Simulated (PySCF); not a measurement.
**Functional dependence of a UV spectrum**

Chlorobenzene, C₆H₅Cl.
Numbering: `[Cl:1][c:2]1[cH:3][cH:4][cH:5][cH:6][cH:7]1` (hydrogens: H8 on C3; H9 on C4; H10 on C5; H11 on C6; H12 on C7)

Linear-response calculations in the def2-SVPD basis (PySCF; singlets by full response, triplets Tamm–Dancoff, core orbitals frozen in the response; HF means time-dependent Hartree–Fock). 'Strongest' is the level of largest summed f among the singlets computed (10 roots, of which the last may lack a degenerate partner); it can jump between rows when another state enters that window. S1 is the lowest singlet of each run and needn't be the same state throughout; f(S1) is that of one state. Geometry: PBE0-D3(BJ)/def2-SVP; no solvent, vibrations or thermal averaging.

| functional | kind | S1 (eV) | f(S1) | strongest (eV) | T1 (eV) | HOMO (eV) | gap (eV) | ionisation energy, ΔSCF (eV) |
| --- | --- | --- | --- | --- | --- | --- | --- | --- |
| LDA | LDA | 4.88 | 0.006 | 6.53 | 4.20 | -6.36 | 4.57 | 9.17 |
| PBE | GGA | 4.92 | 0.005 | 6.54 | 4.02 | -6.19 | 4.63 | 8.94 |
| B3LYP | global hybrid, 20% exact exchange | 5.17 | 0.004 | 6.75 | 4.02 | -6.98 | 6.14 | 9.04 |
| BHandHLYP | global hybrid, 50% exact exchange | 5.49 | 0.002 | 7.04 | 3.87 | -8.04 | 8.41 | 9.00 |
| CAM-B3LYP | range-separated hybrid | 5.32 | 0.002 | 6.92 | 3.99 | -8.41 | 8.84 | 9.16 |
| wB97X-D | range-separated hybrid | 5.34 | 0.002 | 6.95 | 4.10 | -8.96 | 10.05 | 9.15 |
| LC-wPBE | range-separated hybrid | 5.42 | 0.001 | 7.10 | 3.86 | -9.71 | 11.15 | 9.32 |
| HF | Hartree–Fock | 5.79 | 0.001 | 7.41 | 3.31 | -9.23 | 11.91 | not settled |

Q: What does PBE0 (global hybrid, 25% exact exchange) give?

A: S1 (eV) 5.27, f(S1) 0.004, strongest (eV) 6.86, T1 (eV) 3.97, HOMO (eV) -7.21, gap (eV) 6.56, ionisation energy, ΔSCF (eV) 9.08. S1 runs from 4.88 eV (LDA) to 5.79 eV (HF), a spread of 0.90 eV, while the orbital gap spreads over 7.3 eV. Along PBE (0%), B3LYP (20%), PBE0 (25%), BHandHLYP (50%), HF (100%) S1 rises with the share of exact exchange. −ε(HOMO) comes closest to its own ΔSCF ionisation energy with wB97X-D (-0.19 eV) and misses most with LDA (-2.81 eV). The lowest singlet of a reference set is 1B2(π→π*) at 4.93 eV (computed, theoretical best estimate (aug-cc-pVTZ), gas; Loos, Jacquemin, substituted benzenes, arXiv:2401.13809 (2024)). The lowest computed singlet differs from it by PBE -0.01, LDA -0.04, B3LYP +0.25, PBE0 +0.34, CAM-B3LYP +0.40, wB97X-D +0.41, LC-wPBE +0.49, BHandHLYP +0.56, HF +0.86 eV; geometry and basis of the reference needn't be the same. The lowest triplet of a reference set is 3A1(π→π*) at 4.07 eV (computed, theoretical best estimate (aug-cc-pVTZ), gas; Loos, Jacquemin, substituted benzenes, arXiv:2401.13809 (2024)). The lowest computed triplet differs from it by wB97X-D +0.03, PBE -0.05, B3LYP -0.05, CAM-B3LYP -0.08, PBE0 -0.10, LDA +0.13, BHandHLYP -0.20, LC-wPBE -0.21, HF -0.76 eV; geometry and basis of the reference needn't be the same. 'Not settled' means that the ion's SCF failed to converge or may have ended in another state than the lowest.
